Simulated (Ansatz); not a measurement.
Species: HS, SMILES `[SH]` (charge 0, multiplicity 2), formula HS.

Problem. How many basis functions does frozen-core CCSD(T)/cc-pVTZ // PBE0-D3(BJ)/def2-TZVP (Ansatz, a first-principles code) use, how many core orbitals are frozen, and how many electrons are correlated?

Solution. 48 basis functions and 5 frozen orbitals, which leaves 7 correlated electrons. Core time is of the order of seconds.
